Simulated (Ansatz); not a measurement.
A run of Ansatz (development build ahead of 0.2.0) on doublet C2H at this shape:

```xyz
3

H    -0.0046   -0.0658   -1.5099
C    -0.0280   -0.1393   -0.4778
C     0.0226    0.0452    0.8875
```

Its results:

```
Converged                       : yes
Reference energy                : -76.13396 hartree
Correlation energy              : -0.19215 hartree
Total energy                    : -76.32611 hartree
Spin squared of the determinant : 1.070
```

Q: Which input gives this output? Name the method, the orbitals and the basis set, and write the input.

A: UHF-MP2 in cc-pVDZ.

```yaml
crystal:
  periodic: [false, false, false]
  atoms:
    - { symbol: H, position_ang: [-0.00465, -0.06577, -1.50991] }
    - { symbol: C, position_ang: [-0.02798, -0.13933, -0.47775] }
    - { symbol: C, position_ang: [0.02259, 0.04519, 0.88752] }
basis:
  gaussian: { orbitals: cc-pVDZ }
magnetization:
  spin_polarized: true
  initial_magnetization: 1
hamiltonian:
  xc: hf
correlation:
  method: mp2
  frozen_orbitals: { C: 1, H: 0 }
```

Caution: bonds are stretched, where a single reference can fail; the unrestricted determinant is spin contaminated.
